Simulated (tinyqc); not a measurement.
Worked calculation: LCCD on RHF in the sto-3g basis, for H2F+, spin multiplicity 1. One step of it, computed by the program tinyqc.

Problem. Iteration 1: building the Fock matrix. J_ij = sum D_kl (ij|kl), K_ij = sum D_kl (ik|jl); F = H + J - 0.5 K; E = tr D H + tr D J / 2 - 0.25 tr D K + E_nn.

D at the start:
```
,1F 1s,1F 2s,1F 2px,1F 2py,1F 2pz,2H 1s,3H 1s
1F 1s,2.078438,-0.329928,0.000000,0.000000,0.061411,-0.121276,-0.121276
1F 2s,-0.329928,1.450020,0.000000,0.000000,-0.224507,0.341986,0.341986
1F 2px,0.000000,0.000000,2.000000,0.000000,0.000000,0.000000,0.000000
1F 2py,0.000000,0.000000,0.000000,1.666490,0.000000,0.269734,-0.269734
1F 2pz,0.061411,-0.224507,0.000000,0.000000,1.926951,0.090494,0.090494
2H 1s,-0.121276,0.341986,0.000000,0.269734,0.090494,0.136167,0.048850
3H 1s,-0.121276,0.341986,0.000000,-0.269734,0.090494,0.048850,0.136167
```

core Hamiltonian H = T + V (hartree):
```
,1F 1s,1F 2s,1F 2px,1F 2py,1F 2pz,2H 1s,3H 1s
1F 1s,-40.980149,-9.616981,0.000000,0.000000,-0.010647,-1.275631,-1.275631
1F 2s,-9.616981,-11.456734,0.000000,0.000000,-0.131538,-3.009913,-3.009913
1F 2px,0.000000,0.000000,-9.105658,0.000000,0.000000,0.000000,0.000000
1F 2py,0.000000,0.000000,0.000000,-9.211583,0.000000,-1.776927,1.776927
1F 2pz,-0.010647,-0.131538,0.000000,0.000000,-9.144140,-1.101683,-1.101683
2H 1s,-1.275631,-3.009913,0.000000,-1.776927,-1.101683,-4.957056,-0.939040
3H 1s,-1.275631,-3.009913,0.000000,1.776927,-1.101683,-0.939040,-4.957056
```

Two-electron integrals (ij|kl) in chemists' order, unique and non-zero (hartree):
```
i,j,k,l,(ij|kl)
1,1,1,1,5.403501
2,1,1,1,0.841920
2,1,2,1,0.156299
2,2,1,1,1.268028
2,2,2,1,0.292344
2,2,2,2,0.926167
3,1,3,1,0.027998
3,2,3,1,0.043169
3,2,3,2,0.204588
3,3,1,1,1.264502
3,3,2,1,0.292403
3,3,2,2,0.925959
3,3,3,3,0.997514
4,1,4,1,0.027998
4,2,4,1,0.043169
4,2,4,2,0.204588
4,3,4,3,0.053770
4,4,1,1,1.264502
4,4,2,1,0.292403
4,4,2,2,0.925959
4,4,3,3,0.889973
4,4,4,4,0.997514
5,1,5,1,0.027998
5,2,5,1,0.043169
5,2,5,2,0.204588
5,3,5,3,0.053770
5,4,5,4,0.053770
5,5,1,1,1.264502
5,5,2,1,0.292403
5,5,2,2,0.925959
5,5,3,3,0.889973
5,5,4,4,0.889973
5,5,5,5,0.997514
6,1,1,1,0.112195
6,1,2,1,0.020662
6,1,2,2,0.038436
6,1,3,3,0.038376
6,1,4,1,0.000722
6,1,4,2,0.001358
6,1,4,4,0.038512
6,1,5,1,0.000435
6,1,5,2,0.000819
6,1,5,4,0.000082
6,1,5,5,0.038426
6,1,6,1,0.002759
6,2,1,1,0.296097
6,2,2,1,0.069233
6,2,2,2,0.246128
6,2,3,3,0.242459
6,2,4,1,0.004044
6,2,4,2,0.032103
6,2,4,4,0.250355
6,2,5,1,0.002438
6,2,5,2,0.019350
6,2,5,4,0.004760
6,2,5,5,0.245327
6,2,6,1,0.009295
6,2,6,2,0.081829
6,3,3,1,0.007102
6,3,3,2,0.042634
6,3,4,3,0.006687
6,3,5,3,0.004030
6,3,6,3,0.011895
6,4,1,1,0.176884
6,4,2,1,0.041875
6,4,2,2,0.159350
6,4,3,3,0.152626
6,4,4,1,0.009236
6,4,4,2,0.062247
6,4,4,4,0.170851
6,4,5,1,0.001286
6,4,5,2,0.011822
6,4,5,4,0.006955
6,4,5,5,0.154389
6,4,6,1,0.005847
6,4,6,2,0.065036
6,4,6,4,0.063214
6,5,1,1,0.106615
6,5,2,1,0.025240
6,5,2,2,0.096046
6,5,3,3,0.091994
6,5,4,1,0.001286
6,5,4,2,0.011822
6,5,4,4,0.094918
6,5,5,1,0.007877
6,5,5,2,0.049760
6,5,5,4,0.008449
6,5,5,5,0.101117
6,5,6,1,0.003524
6,5,6,2,0.039200
6,5,6,4,0.030932
6,5,6,5,0.030539
6,6,1,1,0.467702
6,6,2,1,0.111137
6,6,2,2,0.456477
6,6,3,3,0.441444
6,6,4,1,0.007791
6,6,4,2,0.087975
6,6,4,4,0.474170
6,6,5,1,0.004696
6,6,5,2,0.053026
6,6,5,4,0.019725
6,6,5,5,0.453334
6,6,6,1,0.015000
6,6,6,2,0.198668
6,6,6,4,0.183743
6,6,6,5,0.110749
6,6,6,6,0.774606
7,1,1,1,0.112195
7,1,2,1,0.020662
7,1,2,2,0.038436
7,1,3,3,0.038376
7,1,4,1,-0.000722
7,1,4,2,-0.001358
7,1,4,4,0.038512
7,1,5,1,0.000435
7,1,5,2,0.000819
7,1,5,4,-0.000082
7,1,5,5,0.038426
7,1,6,1,0.002720
7,1,6,2,0.009018
7,1,6,4,0.005234
7,1,6,5,0.003423
7,1,6,6,0.014448
7,1,7,1,0.002759
7,2,1,1,0.296097
7,2,2,1,0.069233
7,2,2,2,0.246128
7,2,3,3,0.242459
7,2,4,1,-0.004044
7,2,4,2,-0.032103
7,2,4,4,0.250355
7,2,5,1,0.002438
7,2,5,2,0.019350
7,2,5,4,-0.004760
7,2,5,5,0.245327
7,2,6,1,0.009018
7,2,6,2,0.065288
7,2,6,4,0.035979
7,2,6,5,0.030264
7,2,6,6,0.127195
7,2,7,1,0.009295
7,2,7,2,0.081829
7,3,3,1,0.007102
7,3,3,2,0.042634
7,3,4,3,-0.006687
7,3,5,3,0.004030
7,3,6,3,0.009122
7,3,7,3,0.011895
7,4,1,1,-0.176884
7,4,2,1,-0.041875
7,4,2,2,-0.159350
7,4,3,3,-0.152626
7,4,4,1,0.009236
7,4,4,2,0.062247
7,4,4,4,-0.170851
7,4,5,1,-0.001286
7,4,5,2,-0.011822
7,4,5,4,0.006955
7,4,5,5,-0.154389
7,4,6,1,-0.005234
7,4,6,2,-0.035979
7,4,6,4,-0.011098
7,4,6,5,-0.016376
7,4,6,6,-0.064730
7,4,7,1,-0.005847
7,4,7,2,-0.065036
7,4,7,4,0.063214
7,5,1,1,0.106615
7,5,2,1,0.025240
7,5,2,2,0.096046
7,5,3,3,0.091994
7,5,4,1,-0.001286
7,5,4,2,-0.011822
7,5,4,4,0.094918
7,5,5,1,0.007877
7,5,5,2,0.049760
7,5,5,4,-0.008449
7,5,5,5,0.101117
7,5,6,1,0.003423
7,5,6,2,0.030264
7,5,6,4,0.016376
7,5,6,5,0.022988
7,5,6,6,0.064787
7,5,7,1,0.003524
7,5,7,2,0.039200
7,5,7,4,-0.030932
7,5,7,5,0.030539
7,6,1,1,0.085421
7,6,2,1,0.020171
7,6,2,2,0.078422
7,6,3,3,0.077020
7,6,4,4,0.078648
7,6,5,1,0.001126
7,6,5,2,0.010911
7,6,5,5,0.079515
7,6,6,1,0.002677
7,6,6,2,0.025895
7,6,6,4,0.018108
7,6,6,5,0.014202
7,6,6,6,0.067655
7,6,7,1,0.002677
7,6,7,2,0.025895
7,6,7,4,-0.018108
7,6,7,5,0.014202
7,6,7,6,0.010372
7,7,1,1,0.467702
7,7,2,1,0.111137
7,7,2,2,0.456477
7,7,3,3,0.441444
7,7,4,1,-0.007791
7,7,4,2,-0.087975
7,7,4,4,0.474170
7,7,5,1,0.004696
7,7,5,2,0.053026
7,7,5,4,-0.019725
7,7,5,5,0.453334
7,7,6,1,0.014448
7,7,6,2,0.127195
7,7,6,4,0.064730
7,7,6,5,0.064787
7,7,6,6,0.277437
7,7,7,1,0.015000
7,7,7,2,0.198668
7,7,7,4,-0.183743
7,7,7,5,0.110749
7,7,7,6,0.067655
7,7,7,7,0.774606
```

nuclear repulsion = 8.87512588 hartree

Give: Coulomb J; exchange K; Fock matrix F; total energy of this density.

Solution.

Coulomb J (hartree):
```
,1F 1s,1F 2s,1F 2px,1F 2py,1F 2pz,2H 1s,3H 1s
1F 1s,20.3027,3.8774,0.0000,0.0000,-0.0072,0.5127,0.5127
1F 2s,3.8774,9.6216,0.0000,0.0000,-0.0142,2.5033,2.5033
1F 2px,0.0000,0.0000,9.6098,0.0000,0.0000,0.0000,0.0000
1F 2py,0.0000,0.0000,0.0000,9.6144,0.0000,1.6041,-1.6041
1F 2pz,-0.0072,-0.0142,0.0000,0.0000,9.6145,0.9662,0.9662
2H 1s,0.5127,2.5033,0.0000,1.6041,0.9662,4.6155,0.7898
3H 1s,0.5127,2.5033,0.0000,-1.6041,0.9662,0.7898,4.6155
```

exchange K (hartree):
```
,1F 1s,1F 2s,1F 2px,1F 2py,1F 2pz,2H 1s,3H 1s
1F 1s,11.0343,1.9490,0.0000,0.0000,0.0063,0.2643,0.2643
1F 2s,1.9490,2.9927,0.0000,0.0000,-0.0850,0.9217,0.9217
1F 2px,0.0000,0.0000,2.5823,0.0000,0.0000,0.0000,0.0000
1F 2py,0.0000,0.0000,0.0000,2.4835,0.0000,0.5461,-0.5461
1F 2pz,0.0063,-0.0850,0.0000,0.0000,2.5662,0.3062,0.3062
2H 1s,0.2643,0.9217,0.0000,0.5461,0.3062,0.6638,0.2474
3H 1s,0.2643,0.9217,0.0000,-0.5461,0.3062,0.2474,0.6638
```

Fock matrix F (hartree):
```
,1F 1s,1F 2s,1F 2px,1F 2py,1F 2pz,2H 1s,3H 1s
1F 1s,-26.1947,-6.7141,0.0000,0.0000,-0.0210,-0.8951,-0.8951
1F 2s,-6.7141,-3.3315,0.0000,0.0000,-0.1032,-0.9675,-0.9675
1F 2px,0.0000,0.0000,-0.7870,0.0000,0.0000,0.0000,0.0000
1F 2py,0.0000,0.0000,0.0000,-0.8389,0.0000,-0.4459,0.4459
1F 2pz,-0.0210,-0.1032,0.0000,0.0000,-0.8127,-0.2886,-0.2886
2H 1s,-0.8951,-0.9675,0.0000,-0.4459,-0.2886,-0.6735,-0.2730
3H 1s,-0.8951,-0.9675,0.0000,0.4459,-0.2886,-0.2730,-0.6735
```

total energy of this density = -98.548016 hartree
